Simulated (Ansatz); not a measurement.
A made-up structure of CH4BS, doublet:

| atom | x (Å) | y (Å) | z (Å) |
| --- | --- | --- | --- |
| B1 | -0.0435 | -0.0176 | 0.1164 |
| C2 | -1.1324 | 0.2673 | -0.9279 |
| S3 | 1.6416 | -0.0410 | -0.5485 |
| H4 | -2.1768 | 0.3259 | -0.7566 |
| H5 | -0.3038 | -1.0234 | 0.6094 |
| H6 | -0.1487 | 0.7790 | 0.9392 |
| H7 | 2.2793 | -0.3069 | 0.6045 |

It is relaxed with PBE-D4/def2-SVP and then PBE0-D4/def2-TZVP (Ansatz 0.2.0). Atoms count as bonded within 1.22 times the sum of their covalent radii (H–H: 0.88 Å). The end point is not checked to be a true minimum.

Does its bonding change? (Judge from chemistry; the calculation decides.)

The calculation gives: Yes. Formed: C2–H6; broken: B1–H6.

Where it ends: The first stage lowers the energy by 3.62 eV in 21 steps. It ends as CH₄BS ([CH2][BH][SH]):
B1  (0.096, -0.377, 0.098)
C2  (-1.072, 0.541, -0.204)
S3  (1.740, 0.334, 0.061)
H4  (-2.100, 0.192, -0.203)
H5  (-0.034, -1.535, 0.355)
H6  (-0.957, 1.596, -0.439)
H7  (2.443, -0.768, 0.369)
(Å)

Labels in which every atom is bracketed show which atoms are joined, not bond orders.

For scale, one of the runs: PBE0-D4/def2-TZVP relaxation, 123 basis functions, launched by `ansatz run in.yaml --threads 2 --pin off --events-out ev --progress --plain --max-ram 4352MiB`. Hardware: 2 CPU threads of an Arm Neoverse V2, shared host. Wall time about 17 s.
